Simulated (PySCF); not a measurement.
# J couplings in Protonated Nitrous Oxide

Cartesian coordinates in Å; atom numbers follow the order of the lines, from 1:
```xyz
4

N     1.573   -0.095   -0.287
N     0.473   -0.079   -0.178
O    -0.737   -0.176    0.089
H    -1.288    0.359   -0.541
```

Total charge +1.

Method: B3LYP/pcJ-1//PBE0-D3(BJ)/def2-SVP, PySCF; isolated molecule, single conformer, non-relativistic. Couplings are averaged over pairs made equivalent by symmetry, fast rotation or ring inversion, so a value needn't be that of the named pair in this geometry, while other rotamers aren't included; one pair stands for each set, and the list holds those of at least 0.8 Hz over up to four bonds.

Isotopes: ¹⁷O, ¹H, ¹⁵N. Couplings to quadrupolar nuclei such as 17O and 33S are rarely resolved in practice.

```
  pair  bonds  J (Hz)
N1, N2      1       ?
N2, O3      1       ?
O3, H4      1   -93.0
N1, O3      2    -4.8
N2, H4      2     1.8
N1, H4      3    -1.0
```

Q: Estimate the withheld couplings, with signs.

A: 
- ¹J(N1,N2) = -6.6 Hz (bond length 1.106 Å)
- ¹J(N2,O3) = -50.1 Hz (bond length 1.243 Å)
